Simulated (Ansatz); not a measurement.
# C3H6OS: the cost of one run

Program: Ansatz 0.2.0. Level of theory: RKS PBE/6-31G*. These are calculated values, not measurements.

## Step 1: The structure to begin with

Bond lengths: C1–C2 1.473 Å, C2–S3 1.800 Å, C2–C4 1.475 Å, C4–O5 1.280 Å, C1–H6 1.078 Å, C1–H7 1.137 Å, C1–H8 1.096 Å, C2–H9 1.109 Å, S3–H10 1.315 Å, C4–H11 1.085 Å. Angles (14 of 16 angles, heavy atoms first): C1–C2–S3 109.2°, C1–C2–C4 115.7°, S3–C2–C4 105.1°, C2–C4–O5 124.6°, C1–C2–H9 106.9°, S3–C2–H9 109.0°, C4–C2–H9 110.9°, C2–C1–H6 117.3°, C2–C1–H7 112.7°, C2–C1–H8 112.0°, C2–S3–H10 98.3°, C2–C4–H11 118.3°, O5–C4–H11 116.2°, H6–C1–H7 105.3°.

Structure file:

```xyz
11

C    -0.2736    0.7733    0.8670
C     0.1929   -0.4796    0.2477
S     1.9148   -0.2915   -0.2406
C    -0.5135   -0.8859   -0.9819
O    -1.5103   -0.2621   -1.4870
H     0.2447    1.1114    1.7493
H    -0.2502    1.6537    0.1484
H    -1.3327    0.7238    1.1452
H     0.1221   -1.2686    1.0241
H     1.7717    0.7328   -1.0531
H    -0.3006   -1.8644   -1.3984
```

## Step 2: Relaxing end A

File input.yaml:

```yaml
crystal:
  periodic: [false, false, false]
  atoms:
    - { symbol: C, position_ang: [-0.2736, 0.7733, 0.867] }
    - { symbol: C, position_ang: [0.1929, -0.4796, 0.2477] }
    - { symbol: S, position_ang: [1.9148, -0.2915, -0.2406] }
    - { symbol: C, position_ang: [-0.5135, -0.8859, -0.9819] }
    - { symbol: O, position_ang: [-1.5103, -0.2621, -1.487] }
    - { symbol: H, position_ang: [0.2447, 1.1114, 1.7493] }
    - { symbol: H, position_ang: [-0.2502, 1.6537, 0.1484] }
    - { symbol: H, position_ang: [-1.3327, 0.7238, 1.1452] }
    - { symbol: H, position_ang: [0.1221, -1.2686, 1.0241] }
    - { symbol: H, position_ang: [1.7717, 0.7328, -1.0531] }
    - { symbol: H, position_ang: [-0.3006, -1.8644, -1.3984] }
basis:
  gaussian: { orbitals: "6-31G*" }
hamiltonian:
  xc: pbe
relax:
  f_tol: 0.015
  max_steps: 40
```

Command:

```bash
> ansatz run input.yaml --threads 1 --pin off --max-ram 2048MiB --backend cpu --events-out ev --progress --plain --runs-dir out
```

Q: Estimate wall time and peak memory on 1 thread of Arm Neoverse V1, shared host.

About 44 s, with a peak of 0.17 GiB.
